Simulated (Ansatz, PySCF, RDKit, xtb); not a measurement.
**Which structure has the formula CH3AlO?**

Only the formula CH3AlO is given. Aim: find the structure of lowest free energy at 298.15 K, then its properties.

Plan: many cheap relaxations first (GFN2-xTB), then density-functional screening, relaxation at PBE0-D3(BJ)/pcseg-1, vibrations and a final energy. The numbers are computed, not measured.

4 further runs of the same task are left out: 4 set aside as unsound or not needed.

**1. Drawing up candidates**

A program enumerates the bonding patterns with one Lewis structure each (two rings at most, one unusual centre or charged pair), with their diastereomers. O–O, O–halogen and N–halogen bonds and N–N–N chains are not drawn. That gives 16 candidates.

c006 O[CH2][Al]; c091 [CH2-][Al+][OH]; c103 O[C][AlH2] (triplet); c117 [CH3][Al+][O-]; c118 [CH][AlH][OH]; c233 [CH][AlH][OH] (triplet); c262 [CH][O][AlH2] (triplet); c293 C[O][Al]; c430 O[C][AlH2]; c443 O[CH-][AlH+]; c583 [CH][O][AlH2]; c669 O=[CH][AlH2]; c747 [CH]1=[O+][AlH2-]1; c759 C[O][Al] (triplet); c824 O[CH2][Al] (triplet); c849 [CH2]1[O][AlH]1.

Candidates are built by distance geometry, with a force field where one applies, in up to four conformers (letters a to d). 6 starts with atoms placed at random are added, to find patterns that the rules miss.

Q: Predict the outcome of this search (final energies at CCSD(T)/def2-TZVPP).

| quantity | value |
| --- | --- |
| lowest structure found | C[O][Al], singlet, C3v |
| next finalist | [CH3][Al][O] ‡, singlet, 14.8 kcal/mol higher in G |
| share at equilibrium, among the finalists | 100.0 % |
| harmonic wavenumbers, lowest and highest (PBE0-D3(BJ)/pcseg-1) | 114 and 3116 cm⁻¹ |
| rotational constants, same geometry | 5.277, 0.165 cm⁻¹ |
| dipole moment (PBE0/def2-TZVPD) | 0.87 D |
| HOMO energy (PBE0/def2-TZVPD) | -6.61 eV |
| LUMO energy (PBE0/def2-TZVPD) | -0.87 eV |
| HOMO–LUMO gap (PBE0/def2-TZVPD) | 5.74 eV |
| lowest excitation (TD-B3LYP/def2-SVPD) | 5.44 eV (f = 0.368) |
| lowest triplet excitation, same level, Tamm-Dancoff | 3.31 eV |
| vertical ionisation energy | 8.83 eV |
| vertical electron affinity | -0.61 eV (unbound: the value depends on the basis) |
| vertical triplet less singlet | +3.16 eV |

`C[O][Al]` comes out lowest. The margin of 14.8 kcal/mol over the next finalist is beyond the usual error of the last level; it says nothing of structures that weren't ranked. HF/STO-3G, r2SCAN-D4/def2-SVP, PBE0-D3(BJ)/pcseg-1, HF/def2-TZVPP and MP2/def2-TZVPP already put its bonding pattern lowest among the structures in one piece; GFN2-xTB favours the singlet [CH3][Al][O] ‡. A large T1 diagnostic among the finalists warns that one reference determinant may not suffice. It concerns: the finalist [CH3][Al][O] ‡ (singlet). The search is not exhaustive (a finite list of starts, one conformer a finalist), so a lower isomer can't be ruled out. Patterns outside the rules of the enumeration were met only by chance. The lowest isomer need not be the one that is made and kept in a bottle, which depends on barriers.

‡ marks the bonded skeleton alone, with all bonds drawn single: no Lewis structure was assigned that passes a check against the bond lengths.
